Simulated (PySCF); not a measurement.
Bonds broken one at a time in the series B SiH3-H. All species are isolated molecules in the gas phase. Strings in code marks are SMILES.

All values below come from B3LYP-D3(BJ)/def2-TZVP // M06-2X/def2-TZVP run with PySCF. B3LYP has the VWN-RPA correlation part, as in Gaussian. 

```csv
species,highest occupied spin orbital (eV),dipole moment (D)
radical fragment (`[SiH3]`),-6.11,0.08
radical fragment (`[SiH3][B][SiH3]`),-5.37,[?]
whole molecule (`[SiH3]B[SiH3]`),–,0.41
radical fragment (`[BH][SiH3]`),-5.65,0.46
whole molecule (`B[SiH3]`),–,[?]
radical fragment (`[BH2]`),-5.92,0.48
```

Question: Some entries are withheld; supply them.

Answer: 
- radical fragment (`[SiH3][B][SiH3]`), dipole moment (D): 0.20
- whole molecule (`B[SiH3]`), dipole moment (D): 0.36
